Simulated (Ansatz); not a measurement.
**BSiNH (quartet): wave-function methods side by side at a displaced geometry (v1), cc-pVDZ**

An exercise on one series of results from a longer session: the logs are not shown, and one member is left open.

Computed with Ansatz 0.2.0, Gaussian basis. Level: cc-pVDZ, core rule «outside noble gas», up to 7 orbitals frozen.

The runs, in order: UHF; CCSD(T) on ROHF; CCSD(T) on UHF; BCCD(T) on ROHF; CISD; CCSDT(Q) on ROHF; CCSDT(Q) on UHF.

20 further runs of the same task are left out: 9 that didn't finish, 11 set aside as unsound or not needed.

## The geometry

The geometry is a PBE0/def2-TZVP stationary point (not a proven minimum) with its atoms shifted at random (size 0.040 Å).

4 atoms, charge 0, spin multiplicity 4.

Atoms are counted from 1 here; the program's logs count them from 0.

Bond lengths: N1–B2 1.317 Å, N1–Si3 1.846 Å, B2–Si3 2.097 Å, B2–H4 1.170 Å. Angles: B2–N1–Si3 81.2°, N1–B2–Si3 60.4°, N1–B2–H4 153.5°, Si3–B2–H4 146.0°, N1–Si3–B2 38.4°.

Set-up of the first run:

File in.yaml:

```yaml
crystal:
  periodic: [false, false, false]
  atoms:
    - {symbol: N, position_ang: [-0.023346, -0.778684, 0.696127]}
    - {symbol: B, position_ang: [-0.024179, 0.438941, 1.197361]}
    - {symbol: Si, position_ang: [0.023785, 0.175987, -0.882602]}
    - {symbol: H, position_ang: [-0.078992, 1.209100, 2.076727]}
basis:
  gaussian: {orbitals: cc-pVDZ}
magnetization: {spin_polarized: true, initial_magnetization: 3}
hamiltonian: {xc: hf}
output: {orbitals: {seedname: orbitals}}
```

Run with:

```sh
ansatz run in.yaml --threads 1 --pin off --events-out ev --progress --plain --max-ram 2393MiB
```

Among the steps run: UHF; CCSD(T) on ROHF; CCSD(T) on UHF; BCCD(T) on ROHF; CISD; CCSDT(Q) on ROHF; CCSDT(Q) on UHF.

One of the session's tables, all rows but one given; the rest of the session is left out.

| method | from UCCSDT(Q) (meV) |
| --- | --- |
| ROHF | +9065.8 |
| UHF | +8860.2 |
| RMP2 | +1002.6 |
| UMP2 | +1152.8 |
| CISD | +1259.3 |
| RCCSD | +484.2 |
| UCCSD | +469.1 |
| RCCSD(T) | +70.7 |
| UCCSD(T) | +74.3 |
| BCCD(T) | +70.3 |
| RCCSDT | ? |
| UCCSDT | +41.3 |
| RCCSDT(Q) | +4.9 |
| UCCSDT(Q) | 0 |

Q: Estimate the row for RCCSDT from the others.

**Answer.** from UCCSDT(Q) (meV): +43.6. In the column «from UCCSDT(Q) (meV)» it lies between UCCSDT (+41.3) and BCCD(T) (+70.3).

To keep in mind: Restricted and unrestricted rows rest on different reference determinants; where their highest levels disagree by more than a few hundredths of an eV, they describe different states and don't form one ladder.
